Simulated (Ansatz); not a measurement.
MgMe(NH2) (CH5MgN). Total charge 0; singlet. Geometry relaxed at B3LYP-D4/def2-TZVP.

```xyz
8

Mg    0.262   -0.038    0.200
C    -1.386    0.188   -1.057
H    -1.296   -0.427   -1.956
H    -1.503    1.226   -1.383
H    -2.315   -0.099   -0.557
N     1.761   -0.240    1.343
H     2.623    0.286    1.304
H     1.853   -0.896    2.107
```

Question: Estimate the harmonic wavenumbers at RKS B3LYP-D4/def2-TZVP (Ansatz, unscaled). Is this a minimum?

Answer: 14i, 118, 126, 317, 470, 496, 578, 588, 735, 1159, 1453, 1453, 1563, 3010, 3078, 3080, 3532, 3605 cm⁻¹. Yes, no mode is imaginary beyond noise. Zero-point energy 151.7 kJ/mol. It took 26 s on 4 threads of Arm Neoverse V2 on a shared host.
